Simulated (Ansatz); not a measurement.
Consider the substitution at a C–C bond: `CC1OCCCO1` + `CNP` → `CN(C)P` + `C1COCOC1`.

Computed with Ansatz on PBE0-D4/def2-TZVP structures; ΔE is electronic, products minus reactants. CCSD(T)/CBS is the MP2 limit (def2-TZVPP, def2-QZVPP) plus CCSD(T) − MP2 in def2-TZVPP, frozen cores. DFT in def2-TZVPP. Each species was taken in one conformer, which may not be the lowest.

Q: Is it downhill or uphill in electronic energy at CCSD(T)/CBS, and by how much? (An estimate is asked.)

A: Computed: Uphill: ΔE = +6.2 kcal/mol.

Q: What do these levels give: PBE-D4, ωB97M-V, B2PLYP, HF/def2-TZVPP, CCSD/def2-TZVPP, MP2/CBS(def2)? (Best estimate.)

A: Computed: PBE-D4 5.2, ωB97M-V 6.4, B2PLYP 5.6, HF/def2-TZVPP 6.4, CCSD/def2-TZVPP 6.1, MP2/CBS(def2) 6.0 kcal/mol.

Largest T1 diagnostic among the species: 0.011.
